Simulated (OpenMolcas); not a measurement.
# doublet [S2F2]− at 6 levels

Aim: a comparison of 6 runs (UB3LYP/6-31G*, U-r2SCAN/def2-SVPD, UBLYP/def2-SVPD, UPBE0/def2-SVPD, UTPSS/def2-SVPD, ROMP2/def2-SVPD) of doublet [S2F2]−. 

The calculation is run with OpenMolcas 26.06.

**1. Starting point**

The species is [S2F2]− (4 atoms), meant as a doublet with charge -1. SMILES of the parent species: `FS(F)=S`. Geometry: relaxed at PBE0-D4/def2-TZVP. That shape belongs to the parent species and isn't relaxed for this state.

Bond lengths: F1–S2 1.606 Å, S2–F3 1.606 Å, S2–S4 1.859 Å. Angles: F1–S2–F3 92.0°, F1–S2–S4 107.9°, F3–S2–S4 107.9°.

**2. The energy at UB3LYP/6-31G(d) (spherical functions) (run 1)**

Contents of job.inp:

```
* F2S2 Kohn-Sham DFT
>>> EXPORT MOLCAS_PRINT=2
&GATEWAY
BASLIB=$CurrDir
COORD
4
angstrom
F        0.734930       0.336790       1.199050
S       -0.480890      -0.090070       0.240730
F        0.313460      -1.382440      -0.286190
S       -0.567510       1.135710      -1.153590
BASIS=6-31Gs
GROUP=NoSym
&SEWARD
GRIDINPUT
Grid=UltraFine
End of Grid
&SCF
UHF
CHARGE=-1
SPIN=2
KSDFT=B3LYP
THRESHOLDS=1e-10 1e-07 1e-07 1e-05
PRORBITALS=1 1
```

The basis set 6-31G* is read from a file made from the Basis Set Exchange's data (not shown).

The run is started by

```sh
export MOLCAS_MEM=1860
pymolcas job.inp > job.log
```

The log of the run:

```text
--- Start Module: gateway ---
[...]
--- Stop Module: gateway /rc=_RC_ALL_IS_WELL_ ---
--- Start Module: seward ---
[...]
      Basis functions           64
--- Stop Module: seward /rc=_RC_ALL_IS_WELL_ ---
[...]
--- Start Module: scf ---
[...]
       Convergence after  19 Iterations
[...]
::    Total KS-DFT energy                            -995.9748546888
[...]
      Total spin, S                                     0.5012934452
[...]
      Total electronic charge=   51.000000
      Total            charge=   -1.000000
[...]
      Dipole Moment (debye):
      Origin of the operator (angstrom)=   -0.1334    0.1331   -0.1162
                   X=  5.5846E-01               Y= -1.4356E+00               Z=  1.5034E+00           Total=  2.1524E+00
      Center of Charge (angstrom)
[...]
--- Stop Module: scf /rc=_RC_ALL_IS_WELL_ ---
[...]
```

Run time: 16 s. Hardware: 1 thread of Arm Neoverse V2, shared host; peak memory 0.4 GiB.

**3. The energy at U-r2SCAN/def2-SVPD (run 2)**

Contents of test.input:

```
&GATEWAY
BasLib = $CurrDir
Coord
4
angstrom
F        0.734930       0.336790       1.199050
S       -0.480890      -0.090070       0.240730
F        0.313460      -1.382440      -0.286190
S       -0.567510       1.135710      -1.153590
Basis = def2-SVPD
Group = NoSym
&SEWARD
GridInput
Grid=UltraFine
End of Grid
&SCF
UHF
Charge = -1
Spin = 2
KSDFT = 2
1.0 MGGA_X_R2SCAN
1.0 MGGA_C_R2SCAN
Thresholds = 1e-10 1e-07 1e-07 1e-05
PrOrbitals = 1 2
```

The basis set def2-SVPD is read from a file made from the Basis Set Exchange's data (not shown).

The run is started by

```sh
export MOLCAS_MEM=1860
pymolcas test.input > test.log
```

The log of the run:

```text
--- Start Module: gateway ---
[...]
--- Stop Module: gateway /rc=_RC_ALL_IS_WELL_ ---
--- Start Module: seward ---
[...]
      Basis functions          100
--- Stop Module: seward /rc=_RC_ALL_IS_WELL_ ---
[...]
--- Start Module: scf ---
[...]
       Convergence after  21 Iterations
[...]
::    Total KS-DFT energy                            -995.5142344027
[...]
      Total spin, S                                     0.5025480045
[...]
      Total electronic charge=   51.000000
      Total            charge=   -1.000000
[...]
      Dipole Moment (debye):
      Origin of the operator (angstrom)=   -0.1334    0.1331   -0.1162
                   X=  5.7063E-01               Y= -1.1551E+00               Z=  1.1753E+00           Total=  1.7439E+00
      Center of Charge (angstrom)
[...]
--- Stop Module: scf /rc=_RC_ALL_IS_WELL_ ---
[...]
```

It took 60 s on 1 thread of Arm Neoverse V2, shared host; peak memory 0.56 GiB.

Run 3 isn't shown in full; the table further down has it.

**4. The energy at UPBE0/def2-SVPD (run 4)**

Contents of coord.xyz:

```xyz
4

F      0.734930     0.336790     1.199050
S     -0.480890    -0.090070     0.240730
F      0.313460    -1.382440    -0.286190
S     -0.567510     1.135710    -1.153590
```

Contents of calc.inp:

```
* F2S2 Kohn-Sham DFT
>>> EXPORT MOLCAS_PRINT=2

&GATEWAY
 BasLib
 $CurrDir
 Coord
 coord.xyz
 Basis
 def2-SVPD
 Group
 NoSym

&SEWARD
 GridInput
 Grid=UltraFine
 End of Grid

&SCF
 UHF
 Charge
 -1
 Spin
 2
 KSDFT
 PBE0
 Thresholds
 1e-10 1e-07 1e-07 1e-05
 PrOrbitals
 1
```

The basis set def2-SVPD is read from a file made from the Basis Set Exchange's data (not shown).

The run is started by

```sh
export MOLCAS_MEM=1860
pymolcas calc.inp > calc.log
```

The log of the run:

```text
--- Start Module: gateway ---
[...]
--- Stop Module: gateway /rc=_RC_ALL_IS_WELL_ ---
--- Start Module: seward ---
[...]
      Basis functions          100
--- Stop Module: seward /rc=_RC_ALL_IS_WELL_ ---
[...]
--- Start Module: scf ---
[...]
       Convergence after  24 Iterations
[...]
::    Total KS-DFT energy                            -995.1823913100
[...]
      Total spin, S                                     0.5021774901
[...]
      Total electronic charge=   51.000000
      Total            charge=   -1.000000
[...]
      Dipole Moment (debye):
      Origin of the operator (angstrom)=   -0.1334    0.1331   -0.1162
                   X=  4.5230E-01               Y= -1.0994E+00               Z=  1.1444E+00           Total=  1.6502E+00
      Center of Charge (angstrom)
[...]
--- Stop Module: scf /rc=_RC_ALL_IS_WELL_ ---
[...]
```

Wall time 44 s (1 thread of Arm Neoverse V2, shared host); peak memory 0.56 GiB.

Run 5 isn't shown in full; the table further down has it.

**5. The energy at ROMP2/def2-SVPD (run 6)**

Contents of struct.xyz:

```xyz
4

F      0.734930     0.336790     1.199050
S     -0.480890    -0.090070     0.240730
F      0.313460    -1.382440    -0.286190
S     -0.567510     1.135710    -1.153590
```

Contents of test.inp:

```
&GATEWAY
 BASLIB=$CurrDir
 COORD=struct.xyz
 BASIS=def2-SVPD
 GROUP=NoSym

&SEWARD

&SCF
 UHF
 CHARGE=-1
 SPIN=2
 THRESHOLDS=1e-10 1e-07 1e-07 1e-05
 PRORBITALS=1 1

&RASSCF
 FILEORB=$Project.UnaOrb
 SPIN=2
 NACTEL=1 0 0
 INACTIVE=25
 RAS2=1
 OUTORBITALS=Canonical
 ORBLISTING=NoCore

&CASPT2
 IPEA=0.0
 FROZEN=12
```

The basis set def2-SVPD is read from a file made from the Basis Set Exchange's data (not shown).

The run is started by

```sh
export MOLCAS_MEM=1860
pymolcas test.inp > test.log
```

The log of the run:

```text
--- Start Module: gateway ---
[...]
--- Stop Module: gateway /rc=_RC_ALL_IS_WELL_ ---
[...]
      Basis functions          100
[...]
       Convergence after  24 Iterations
[...]
::    Total SCF energy                               -993.4517660441
[...]
      Total spin, S                                     0.5092430906
[...]
--- Start Module: rasscf ---
[...]
      Number of active orbitals                  1
[...]
      Spin quantum number                      0.5
[...]
      Active orbitals                            1
[...]
      Number of CSFs                             1
[...]
      Number of root(s) required                 1
[...]
      Convergence after 12 iterations
[...]
      printout of CI-coefficients larger than  0.05 for root  1
      energy=    -993.446446
      conf/sym  1     Coeff  Weight
             1  u   1.00000 1.00000
      Natural orbitals and occupation numbers for root  1
      sym 1:   1.000000
      ************************************************************************************************************************
      *                                                    Final results                                                     *
[...]
::    RASSCF root number  1 Total energy:   -993.44644582
[...]
      Total electronic charge=   51.000000
      Total            charge=   -1.000000
[...]
      Dipole Moment (debye):
      Origin of the operator (angstrom)=   -0.1334    0.1331   -0.1162
                   X=  3.4155E-01               Y= -1.2595E+00               Z=  1.3612E+00           Total=  1.8857E+00
      Center of Charge (angstrom)
[...]
--- Stop Module: rasscf /rc=_RC_ALL_IS_WELL_ ---
[...]
--- Start Module: caspt2 ---
[...]
 ###    WARNING: User changed nr of frozen orbitals.                         ###
 ###############################################################################
[...]
      E2 (Variational):          -0.7029129007
      Total energy:            -994.1493587197
[...]
      Reference weight:           0.81069
[...]
::    CASPT2 Root  1     Total energy:   -994.14935872
[...]
--- Stop Module: caspt2 /rc=_RC_ALL_IS_WELL_ ---
[...]
```

Run time: 20 s. Hardware: 1 thread of Arm Neoverse V2, shared host; peak memory 0.56 GiB.

**6. The series**

| run | level | integration grid | frozen core orbitals | energy (Eh) | HOMO energy (eV) | LUMO energy (eV) | ⟨S²⟩ | wall time |
| --- | --- | --- | --- | --- | --- | --- | --- | --- |
| 1 | UB3LYP/6-31G* (spherical functions) | UltraFine | – | -995.974855 | 3.10 | 5.88 | 0.753 | 16 s |
| 2 | U-r2SCAN/def2-SVPD | UltraFine | – | -995.514234 | 2.68 | 4.16 | 0.755 | 60 s |
| 3 | UBLYP/def2-SVPD | UltraFine | – | -995.635589 | 2.89 | 3.67 | 0.752 | 43 s |
| 4 | UPBE0/def2-SVPD | UltraFine | – | -995.182391 | 1.81 | 4.19 | 0.754 | 44 s |
| 5 | UTPSS/def2-SVPD | UltraFine | – | -995.708072 | 2.78 | 3.82 | 0.753 | 62 s |
| 6 | ROMP2/def2-SVPD | – | 12 | -994.149359 | – | – | – | 20 s |

**7. What came out**

| quantity | value |
| --- | --- |
| run 6: total energy | -994.14936 Eh |

**Reading.** Totals of different functionals can't be ranked against each other. In runs 1, 2, 3, 4, 5 the HOMO lies above zero, so the outermost electron may be held by the basis alone. All runs together took 4.1 min, the longest 62 s.
